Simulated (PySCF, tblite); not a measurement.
**4-methylthiazole: dynamics, then NMR shifts on frames**

Aim: move 4-methylthiazole (`Cc1cscn1`) away from its starting geometry and see how NMR shifts follow the geometry.

Computed with tblite 0.8.0 and PySCF 2.14.0, with density-fitted response routines of our own, on a single molecule in the gas phase. Atoms count from 0, in the outputs and in this text.

### Step 1. The starting structure

11 atoms, charge 0, multiplicity 1; geometry from: GFN2-xTB.

Bonds of the start (Å): C0–C1 1.49, C1–C2 1.36, C2–S3 1.72, S3–C4 1.74, C4–N5 1.28, N5–C1 1.36, C0–H6 1.09, C0–H7 1.09, C0–H8 1.09, C2–H9 1.07, C4–H10 1.07.

### Step 2. A short Langevin run with GFN2-xTB

Job settings and geometry (Å):

```
{"job": {"kind": "md", "xc": "GFN2-xTB", "basis": "xTB", "temperature": 200, "steps": 2000, "every": 50, "frames": 5}, "charge": 0, "multiplicity": 1}
C     -1.666724    -0.100700     0.013537
C     -0.181855     0.005815     0.001199
C      0.549474     1.145459     0.148327
S      2.235199     0.807527     0.069605
C      1.822142    -0.863993    -0.156702
N      0.568976    -1.116586    -0.169382
H     -2.119287     0.875910     0.158482
H     -2.012347    -0.524649    -0.927405
H     -1.981039    -0.768445     0.813543
H      0.205062     2.148678     0.296298
H      2.585824    -1.606346    -0.273467
```

With the program's defaults for keys left out, this is: GFN2-xTB Langevin dynamics, gas phase.

Launch:

```
OMP_NUM_THREADS=1 python probes_run.py task.json out
```

One launch serves the whole session: the jobs run in the order shown.

Output:

```text
t/fs     T/K      E/eV
    0.0   175.5   -469.95987
   25.0   107.9   -469.76724
   50.0   117.8   -469.83606
   75.0   147.8   -469.83322
  100.0   183.4   -469.83778
  125.0   124.5   -469.80919
  150.0   157.1   -469.77767
  175.0   181.2   -469.79158
  200.0   156.0   -469.75013
  225.0   175.1   -469.79018
  250.0   174.9   -469.77263
  275.0   152.3   -469.77022
  300.0   142.8   -469.75247
  325.0   152.5   -469.73421
  350.0   169.2   -469.72581
  375.0   162.0   -469.72869
  400.0   167.9   -469.65432
  425.0   166.8   -469.60731
  450.0   237.8   -469.73826
  475.0   262.9   -469.78147
  500.0   176.7   -469.72885
  525.0   217.7   -469.77959
  550.0   255.3   -469.82528
  575.0   203.1   -469.73709
  600.0   186.8   -469.82657
  625.0   159.5   -469.68245
  650.0   157.3   -469.63706
  675.0   236.1   -469.73743
  700.0   234.9   -469.71001
  725.0   227.6   -469.66208
  750.0   275.2   -469.69485
  775.0   225.0   -469.65145
  800.0   255.5   -469.70377
  825.0   223.0   -469.69475
  850.0   212.0   -469.72590
  875.0   151.8   -469.71805
  900.0   116.6   -469.66679
  925.0   174.7   -469.78708
  950.0   174.1   -469.68773
  975.0   278.2   -469.81210
 1000.0   216.5   -469.78642
```

It took 8.8 s on 1 thread of INTEL XEON PLATINUM 8581C at 2.10GHz, shared host; peak memory 0.18 GiB.

Distance from the start (root mean square after alignment): 0 fs 0.00 Å, 200 fs 0.22 Å, 400 fs 0.25 Å, 600 fs 0.91 Å, 800 fs 0.97 Å, 1000 fs 0.98 Å.

Positions (Å) and forces (eV/Å) at 1000 fs:

```xyz
11

C    -1.425   -1.123    0.316   -1.354    0.007    0.693
C    -0.057   -0.664   -0.048   -0.445    0.183   -0.244
C     0.259    0.465   -0.773    0.026   -0.456    0.829
S     1.990    0.539   -0.923   -0.259    0.537   -0.343
C     2.118   -0.944   -0.053   -0.220   -0.034    0.307
N     0.991   -1.420    0.327    0.221   -0.449    0.148
H    -1.486   -1.536    1.373    0.328    0.502   -1.291
H    -2.153   -0.283    0.241    0.559   -0.421    0.144
H    -1.829   -1.901   -0.362    0.547    0.258    0.306
H    -0.448    1.252   -1.011    0.616   -0.275   -0.263
H     3.050   -1.392    0.242   -0.019    0.148   -0.285
```

### Step 3. Nuclear shieldings: 250 fs, PBE0/pcSseg-1

Job settings and geometry (Å):

```
{"job": {"kind": "nmr", "xc": "PBE0", "basis": "pcSseg-1", "pop": false}, "charge": 0, "multiplicity": 1}
C     -1.680600    -1.054300     0.009300
C     -0.298900    -0.548200     0.050400
C      0.075000     0.755400     0.074200
S      1.792300     0.869500     0.146200
C      1.835100    -0.879900     0.016700
N      0.707000    -1.437500    -0.114300
H     -2.450500    -0.305600     0.175700
H     -1.794100    -1.641100    -0.901100
H     -1.733400    -1.758200     0.895600
H     -0.504600     1.620900     0.282200
H      2.771700    -1.402600    -0.121500
```

Method: GIAO PBE0/pcSseg-1 NMR shielding, non-relativistic, gas phase.

Output:

```text
coarse grid: 10136 points
cycle   1  E = -607.8626169737  dE =  1.117e+00  |g| = 3.583e-01  |ddm| = 3.244e+00
cycle   2  E = -607.8161473010  dE =  4.647e-02  |g| = 5.693e-01  |ddm| = 8.659e-01
cycle   3  E = -607.8933354761  dE = -7.719e-02  |g| = 1.009e-01  |ddm| = 6.146e-01
cycle   4  E = -607.8955913187  dE = -2.256e-03  |g| = 3.057e-02  |ddm| = 1.082e-01
cycle   5  E = -607.8957677079  dE = -1.764e-04  |g| = 1.391e-02  |ddm| = 3.855e-02
cycle   6  E = -607.8958163828  dE = -4.867e-05  |g| = 4.030e-03  |ddm| = 1.649e-02
cycle   7  E = -607.8958206302  dE = -4.247e-06  |g| = 9.235e-04  |ddm| = 4.660e-03
final grid: 94432 points
cycle   8  E = -607.9323960909  dE = -1.589e-05  |g| = 9.744e-03  |ddm| = 2.911e-02
cycle   9  E = -607.9323499784  dE =  4.611e-05  |g| = 1.612e-02  |ddm| = 2.640e-02
cycle  10  E = -607.9324193068  dE = -6.933e-05  |g| = 2.451e-03  |ddm| = 1.885e-02
cycle  11  E = -607.9324207469  dE = -1.440e-06  |g| = 3.106e-04  |ddm| = 2.228e-03
cycle  12  E = -607.9324207694  dE = -2.247e-08  |g| = 1.110e-04  |ddm| = 4.310e-04
cycle  13  E = -607.9324207721  dE = -2.696e-09  |g| = 3.468e-05  |ddm| = 1.161e-04
cycle  14  E = -607.9324207723  dE = -2.719e-10  |g| = 1.768e-05  |ddm| = 4.786e-05
converged SCF energy = -607.9324207723

GIAO shielding tensors (ppm)
atom      isotropic    diamagn.    paramagn.     s11        s22        s33       span
  0 C      163.904     244.488     -80.584    153.844    154.477    183.392     29.548
  1 C       29.726     258.608    -228.882    -49.181     32.599    105.760    154.941
  2 C       68.635     257.256    -188.622    -12.530     76.628    141.806    154.336
  3 S      212.650    1056.792    -844.143    -21.534    258.816    400.667    422.200
  4 C       28.422     258.201    -229.779    -47.270     28.925    103.612    150.882
  5 N      -88.362     331.315    -419.677   -371.344   -115.499    221.758    593.102
  6 H       29.224      28.994       0.230     24.466     28.772     34.435      9.969
  7 H       28.418      27.576       0.841     24.070     26.854     34.328     10.258
  8 H       27.905      26.689       1.216     23.598     26.543     33.573      9.976
  9 H       25.184      32.973      -7.789     22.081     25.500     27.971      5.891
 10 H       23.305      29.697      -6.392     19.841     22.362     27.713      7.873
```

Run time: 11 s. Hardware: 1 thread of INTEL XEON PLATINUM 8581C at 2.10GHz, shared host; peak memory 0.65 GiB.

Shifts follow as δ = σ(reference) − σ, with reference shieldings (ppm) from runs at the same level and on the same kind of geometry: 1H TMS 31.72, 13C TMS 186.9, 15N NH3 267.7, 33S CS2 504. The references are single molecules in the gas phase, so shifts against H2O, NH3, PH3, H3PO4 or CFCl3 are not on the usual liquid scales and can be off by tens of ppm. Each atom is listed at this fixed geometry, with no averaging over motion; a spectrum would average atoms that exchange fast.

```
atoms                                              environment  σ (ppm)  δ (ppm)
   C4                 aromatic CH between two ring heteroatoms     28.4    158.5
   C1      substituted aromatic carbon next to a ring nitrogen     29.7    157.2
   C2                      aromatic CH next to the ring sulfur     68.6    118.3
   C0                        methyl carbon on an aromatic ring    163.9     23.0
  H10  hydrogen on an aromatic CH between two ring heteroatoms    23.31     8.41
   H9       hydrogen on an aromatic CH next to the ring sulfur    25.18     6.53
   H8          hydrogen on a methyl carbon on an aromatic ring    27.90     3.81
   H7          hydrogen on a methyl carbon on an aromatic ring    28.42     3.30
   H6          hydrogen on a methyl carbon on an aromatic ring    29.22     2.49
   S3                                     aromatic ring sulfur      213      291
   N5                       pyridine-type nitrogen of an azole    -88.4    356.1
```

Ring of atoms C1, C2, S3, C4, N5: NICS(0) -12.0, NICS(1) -11.7, NICS(1)zz -27.4 ppm (means of both faces).

### Step 4. NMR shieldings: 425 fs, PBE0/pcSseg-1

Job settings and geometry (Å):

```
{"job": {"kind": "nmr", "xc": "PBE0", "basis": "pcSseg-1", "pop": false}, "charge": 0, "multiplicity": 1}
C     -1.483900    -1.405200    -0.051600
C     -0.107300    -0.832100     0.186400
C      0.219500     0.503800     0.169700
S      1.937600     0.577200     0.141200
C      2.064800    -1.112900     0.252200
N      0.934600    -1.695500     0.156400
H     -2.270800    -0.900500     0.500500
H     -1.666800    -1.309500    -1.087700
H     -1.368900    -2.473900     0.301200
H     -0.372000     1.351400     0.393700
H      2.984900    -1.597700     0.104600
```

Level: GIAO PBE0/pcSseg-1 NMR shielding, non-relativistic, gas phase.

Output:

```text
coarse grid: 10136 points
cycle   1  E = -607.8553364788  dE =  1.139e+00  |g| = 3.517e-01  |ddm| = 3.239e+00
cycle   2  E = -607.8169570873  dE =  3.838e-02  |g| = 5.362e-01  |ddm| = 8.704e-01
cycle   3  E = -607.8848836663  dE = -6.793e-02  |g| = 1.015e-01  |ddm| = 6.076e-01
cycle   4  E = -607.8871660347  dE = -2.282e-03  |g| = 3.003e-02  |ddm| = 1.079e-01
cycle   5  E = -607.8873496541  dE = -1.836e-04  |g| = 1.166e-02  |ddm| = 3.554e-02
cycle   6  E = -607.8873809571  dE = -3.130e-05  |g| = 4.425e-03  |ddm| = 1.429e-02
cycle   7  E = -607.8873859775  dE = -5.020e-06  |g| = 1.097e-03  |ddm| = 4.923e-03
final grid: 94432 points
cycle   8  E = -607.9246612108  dE = -1.853e-05  |g| = 9.469e-03  |ddm| = 2.623e-02
cycle   9  E = -607.9246210127  dE =  4.020e-05  |g| = 1.537e-02  |ddm| = 2.524e-02
cycle  10  E = -607.9246826354  dE = -6.162e-05  |g| = 2.406e-03  |ddm| = 1.791e-02
cycle  11  E = -607.9246840277  dE = -1.392e-06  |g| = 2.960e-04  |ddm| = 2.207e-03
cycle  12  E = -607.9246840480  dE = -2.027e-08  |g| = 1.216e-04  |ddm| = 4.171e-04
cycle  13  E = -607.9246840511  dE = -3.163e-09  |g| = 4.600e-05  |ddm| = 1.356e-04
cycle  14  E = -607.9246840517  dE = -5.127e-10  |g| = 1.926e-05  |ddm| = 5.656e-05
converged SCF energy = -607.9246840517

GIAO shielding tensors (ppm)
atom      isotropic    diamagn.    paramagn.     s11        s22        s33       span
  0 C      164.109     246.332     -82.223    150.842    154.926    186.558     35.716
  1 C       24.566     258.362    -233.796    -56.075     22.081    107.693    163.769
  2 C       66.511     256.817    -190.305    -22.889     75.863    146.559    169.448
  3 S      194.075    1057.060    -862.985     15.902    222.790    343.534    327.633
  4 C       35.638     260.672    -225.033    -49.990     37.260    119.645    169.636
  5 N     -103.147     331.083    -434.229   -394.538   -120.949    206.048    600.586
  6 H       29.188      29.108       0.080     24.854     28.368     34.341      9.487
  7 H       29.649      29.494       0.156     25.740     27.764     35.445      9.705
  8 H       27.188      26.951       0.236     21.598     27.088     32.876     11.278
  9 H       24.745      33.020      -8.275     21.977     24.982     27.277      5.301
 10 H       23.740      31.029      -7.288     20.582     22.826     27.814      7.232
```

It took 10 s on 1 thread of INTEL XEON PLATINUM 8581C at 2.10GHz, shared host; peak memory 0.68 GiB.

This run: δ C1 162.4, C4 151.3, C2 120.4, C0 22.8, H10 7.98, H9 6.97 ppm.

[end of part 1 of 2]
